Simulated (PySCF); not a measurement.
# The first ionisation energy along the noble gases

All values are computed (PySCF 2.14, energy differences of UHF-based or UKS calculations, no spin-orbit coupling). Values in eV. The last column holds reference values (NIST; (s) semi-empirical, (t) theoretical, else measured). Unmarked ones compare directly (S terms, centres of terms, or small fine structure); those marked * lie between the lowest fine-structure levels and include a spin-orbit shift.

```tsv
element	configurations	UHF	MP2 (valence)	SCS-MP2 (valence)	CCSD (valence)	CCSD(T) (valence)	BP86	reference
He (cc-pVDZ-DK, spin-free X2C)	1s2 → 1s1	23.443	24.146	24.287	24.326	24.326	24.782	24.587
Ne (cc-pVDZ-DK, spin-free X2C)	[Ne] → [He] 2s2 2p5	19.646	21.055	20.931	20.870	20.870	21.340	21.597
Ar (cc-pVDZ-DK, spin-free X2C)	[Ar] → [Ne] 3s2 3p5	14.659	15.416	15.326	15.276	15.277	15.811	15.819
Kr (cc-pVDZ-DK, spin-free X2C)	[Kr] → [Ar] 3d10 4s2 4p5	13.157	13.808	13.731	13.700	13.700	14.186	14.222
```

Q: Which of these methods has the smallest mean absolute error against the measured values here?

A: BP86, with 0.124 eV.

| method | elements | mean error (eV) | mean absolute error (eV) | largest error (eV) |
| --- | --- | --- | --- | --- |
| UHF | 4 | -1.330 | 1.330 | -1.950 |
| MP2 (valence) | 4 | -0.450 | 0.450 | -0.542 |
| SCS-MP2 (valence) | 4 | -0.487 | 0.487 | -0.666 |
| CCSD (valence) | 4 | -0.513 | 0.513 | -0.727 |
| CCSD(T) (valence) | 4 | -0.513 | 0.513 | -0.726 |
| BP86 | 4 | -0.026 | 0.124 | -0.257 |

Errors include the incompleteness of the basis and the frozen core.

"Valence" correlates the outer s and p shells and, in groups 3 to 12 and the f block, the outer d or f shell, open or full, or the next shell where the ion has no valence electron left; the wider scheme adds the next inner shell.
